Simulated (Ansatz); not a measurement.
Born–Oppenheimer molecular dynamics of H4Si (5 atoms, charge 0, multiplicity 1). It starts from a relaxed structure.

These are results of RKS PBE0/def2-SVP in Ansatz 0.2.0, not measurements.

```yaml
ensemble: NVE (Milne-controlled integrator)
time_step: 0.25 fs
steps_asked: 150
starting_velocities_drawn_for: 500 K
masses: H 10 u
seed: 505899
```

First frame:

```xyz
5
Properties=species:S:1:pos:R:3
Si 0.000 0.000 0.000
H 0.000 0.000 1.493
H 1.408 0.000 -0.497
H -0.703 1.219 -0.497
H -0.703 -1.219 -0.497
```

Q: What does the run give?

A: The run went to its last step.

```yaml
steps_done: 150
time_covered: 37.5 fs
mean_temperature_over_the_second_half: 182 K
spread_of_the_potential_energy_over_the_second_half: 9.0 meV per atom
mean_potential_energy_of_the_second_half_above_the_start: 24.7 meV per atom
```

The conserved energy stayed within 0.00061 meV per atom of its start (net change -0.0006 meV per atom), so the integration is sound. A run of 0.037 ps of so small a system gives no equilibrium averages.

Q: What happens to the structure?

A: The same pairs are bonded in the first frame and the last. Pairs count as bonded within 1.25 times the sum of covalent radii (0.12 Å more for H–H). This is one draw of velocities; another would differ in detail.

Q: How do temperature and energy run in time?

A: 
| time (fs) | T (K) | potential energy less start (eV) | conserved less start (meV/atom) |
| --- | --- | --- | --- |
| 0 | 500 | 0.000 | 0.00 |
| 1.75 | 472 | 0.011 | 0.00 |
| 3.5 | 396 | 0.040 | 0.00 |
| 5.25 | 292 | 0.081 | 0.00 |
| 7 | 190 | 0.120 | 0.00 |
| 8.75 | 122 | 0.147 | 0.00 |
| 10.5 | 107 | 0.153 | 0.00 |
| 12.25 | 145 | 0.138 | 0.00 |
| 14 | 217 | 0.110 | 0.00 |
| 15.75 | 294 | 0.080 | 0.00 |
| 17.5 | 346 | 0.060 | 0.00 |
| 19.25 | 355 | 0.056 | 0.00 |
| 21 | 317 | 0.071 | 0.00 |
| 22.75 | 244 | 0.099 | 0.00 |
| 24.5 | 157 | 0.133 | 0.00 |
| 26.25 | 79 | 0.163 | 0.00 |
| 28 | 32 | 0.181 | 0.00 |
| 29.75 | 30 | 0.182 | 0.00 |
| 31.5 | 74 | 0.165 | 0.00 |
| 33.25 | 152 | 0.135 | 0.00 |
| 35 | 246 | 0.098 | 0.00 |
| 36.75 | 335 | 0.064 | 0.00 |

The run took 37 s on 1 thread of Intel(R) Xeon(R) 6975P-C (Granite Rapids), with other jobs on the host, peak memory 0.094 GiB.
